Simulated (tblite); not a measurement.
C5H6F (doublet state).
SMILES: `F/C=C1/[CH]CC1`

Method: GFN2-xTB as coded in tblite; computed harmonic values from a numerical Hessian at the method's own geometry, unscaled. This tight-binding method is rough: wavenumbers can miss measured ones by several per cent, in bad cases by 10 to 20. Open shells enter through the occupations alone, without spin polarisation, and single modes of such species can be off by tens of per cent.

Harmonic wavenumbers (cm⁻¹): 151.7, 173.6, 251.3, 409.8, 500.9, 586.3, 630.0, 718.3, 782.9, 939.0, 979.2, 1000.2, 1025.4, 1042.8, 1116.9, 1126.9, 1171.4, 1209.0, 1227.9, 1268.1, 1362.9, 1439.6, 1457.8, 1562.3, 2945.5, 2973.6, 3012.4, 3021.9, 3096.0, 3142.6.

A = 10301, B = 2352, C = 1962 MHz; mass 85.045 u (most abundant isotopes); point group Cs, symmetry number 1; spin multiplicity 2.

Zero-point energy?

Half the sum of the wavenumbers: 20163 cm⁻¹ = 241.20 kJ/mol.

Entropy at 350 K, 1 bar (ideal gas, RRHO, classical rotation)?

Translation 167.60, rotation 112.11, vibration 55.50, spin (R ln 2) 5.76: S = 341.0 J/(mol K).

And Cp and H(350 K) − H(0)?

Cp = 111.82 J/(mol K), of which vibrations give 78.56 (their classical limit is 30 R = 249.4); H(350 K) − H(0) = 23.41 kJ/mol without the zero-point energy, 11.77 from vibrations.

How do the functions run with temperature in this model?

```csv
T (K),S (J/(mol K)),Cp (J/(mol K)),H − H(0) (kJ/mol),G − H(0) (kJ/mol),ln q(vib)
100,251.0,48.5,3.85,-21.25,0.24
200,291.2,70.7,9.77,-48.46,1.05
300,324.8,97.8,18.17,-79.29,2.07
500,387.3,148.5,43.05,-150.60,4.46
800,468.4,195.4,95.34,-279.34,8.36
1000,514.2,215.0,136.50,-377.70,10.89
```

q(vib) and H(0) count from the zero-point level.

What must be added to the electronic energy to get the Gibbs energy at 350 K and 1 bar?

ZPE + [H(350 K) − H(0)] − T·S = 241.20 + 23.41 − 119.34 = 145.27 kJ/mol.

Hindered rotation and anharmonicity are outside this model.
